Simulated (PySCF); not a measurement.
**Stretching SiB**

Set-up: basis Si cc-pV(D+d)Z, B cc-pVDZ; no relativity; PySCF 2.14. Energies in eV from Si + B in their ground configurations at the same level. State: ⁴Σ⁻ (quartet), unpaired electrons σ ↑, π ↑↑.

All columns are PBE0. A positive dipole means Si(−)B(+).

| R (Å) | E (eV) | μ (D) | Mulliken charge on Si (basis-dependent) | HOMO (eV) | LUMO (eV) | Mayer bond order | ⟨S²⟩ |
| --- | --- | --- | --- | --- | --- | --- | --- |
| 1.651 | -2.598 | -0.26 | 0.23 | -6.58 | -3.59 | 1.93 | 3.75 |
| 1.728 | -3.106 | -0.33 | 0.19 | -6.63 | -3.47 | 1.93 | 3.75 |
| 1.805 | -3.386 | -0.40 | 0.17 | -6.67 | -3.37 | 1.93 | 3.75 |
| 1.862 | -3.483 | -0.44 | 0.16 | -6.69 | -3.30 | 1.91 | 3.75 |
| 1.920 | -3.508 | -0.48 | 0.14 | -6.71 | -3.24 | 1.90 | 3.75 |
| 1.978 | -3.477 | -0.51 | 0.13 | -6.68 | -3.18 | 1.87 | 3.75 |
| 2.054 | -3.372 | -0.53 | 0.12 | -6.53 | -3.11 | 1.83 | 3.75 |
| 2.150 | -3.174 | -0.53 | 0.11 | -6.37 | -3.02 | 1.77 | 3.75 |
| 2.266 | -2.886 | -0.48 | 0.08 | -6.20 | -2.93 | 1.68 | 3.75 |
| 2.419 | -2.475 | -0.32 | 0.05 | -6.01 | -3.03 | 1.55 | 3.75 |

A fit through these points gives, at Re = 1.914 Å, μ = -0.47 D and dμ/dR = -0.599 D/Å; the reduced mass is 7.9 u.

Question: How strong is the fundamental in the double-harmonic approximation, I = 42.26·(dμ/dR)²/μred km/mol?

Answer: I = 42.26·(-0.599)²/7.9 = 1.92 km/mol at PBE0.

The state was picked by a PBE0 search and need not be the measured ground state.
